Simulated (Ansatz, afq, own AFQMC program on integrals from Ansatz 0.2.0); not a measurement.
**Where AFQMC and coupled cluster stand for BPN⁺, quintet**

```
atom   x (Å)   y (Å)    z (Å)
   N  0.0000  0.0000   1.5032
   B  0.0000  0.0000   0.1693
   P  0.0000  0.0000  -1.6724
```

Connectivity, by distances: N–B–P.

Basis cc-pVDZ. Only valence electrons are correlated. Ansatz 0.2.0 and our own AFQMC program on the same integrals; the CISD trial comes from CCSD amplitudes, and released means the phaseless constraint is let go. Free projection: walkers drawn from exp(T), propagated without any constraint. Its projection time is finite, and what remains of the start isn't in its error. Uncertainties: one standard error, sampling alone.

Determinant: UHF, the one that the program's search chose, which needn't be the lowest solution. The geometry is a PBE0/def2-TZVP stationary point of this or a neighbouring charge and spin state.

No full CI on the walks' own integrals is used here; CCSDT(Q) serves as the reference and is uncertain by about the last step of the cluster series.

Cautions: another spin lies lower.

```
T1 diagnostic                               : 0.0184
weight of the determinant in the CISD state : 0.877
⟨S²⟩ of the determinant                     : 6.030
size of the correlated space                : 12 electrons in 39 orbitals
```

| level | correlation energy (eV) |
| --- | --- |
| MP2 | -5.6384 |
| CCSD | -6.7943 |
| CCSD(T) | -6.9916 |

(1) Estimate where phaseless AFQMC with the Hartree–Fock trial lies against CCSD(T) on the same integrals.

(1) 12.0 ± 5.0 kJ/mol above CCSD(T).

Reference: CCSDT(Q), correlation energy -7.046 eV. The released energy is read at 2.40 1/Eh (meV from the phaseless value at times in 1/Eh: 10 ± 14 at 0.24, -9 ± 12 at 0.51, -12 ± 12 at 0.99, -40 ± 15 at 1.62, -43 ± 21 at 2.40).

```csv
level,E − E(reference) (kJ/mol),share of correlation (%)
CCSD(T),5.3,99.23
CCSDT,1.2,99.82
ph-AFQMC/HF,17.3 ± 5.0,97.46
ph-AFQMC/CISD,3.8 ± 1.3,99.45
released AFQMC,-0.4 ± 2.1,100.06
free AFQMC,-1.3 ± 1.5,100.20
```

Free projections are given only where their last times agree within the noise and don't stop above the reference; a slow remainder of the start can still hide under it. A walk keeps the symmetry of its determinant, which the program's search chose and which needn't be the lowest solution, so a lower state of the same spin and another symmetry isn't excluded. Released energies are given only where the last usable release times agree within the noise; a slower fall can still hide under it.
